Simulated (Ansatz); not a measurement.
Elastic constant C11 (GPa) of solids drawn from the class of elemental solids other than molecular ones, at two levels: PBEsol (Ansatz, a first-principles code, PAW), and r²SCAN in Ansatz (plane waves, PAW).

```csv
solid,PBEsol,r²SCAN,shift (%)
fcc Au,196,172,-12.2
bcc Li,15.3,14.7,-3.9
fcc Ir,646,633,-2.0
bcc Na,8.99,8.89,-1.1
hcp Re,654,643,-1.7
fcc Sr,15.6,14.7,-5.8
fcc Ca,23.2,22.9,-1.3
fcc Pd,243,213,-12.3
bcc Rb,3.26,3.06,-6.1
bcc Ba,12.6,12.9,+2.4
```

The shifts run from -12.3 % to +2.4 %, with a median of -3.0 %.

Over all 10 rows r²SCAN is the larger in 1.

Ansatz's runs of these crystals have no spin polarisation. A magnetic state wasn't tried for fcc Pd with meta-GGA or hybrid levels, which favour moments.

Spin–orbit coupling is left out, also for the solids with elements from indium on (fcc Au, fcc Ir, hcp Re, bcc Ba); its size isn't shown.

Each level is taken at its own relaxed cell. Ansatz's density-functional and Hartree–Fock values are scalar-relativistic unless marked +SOC, with PAW data made under PBE.
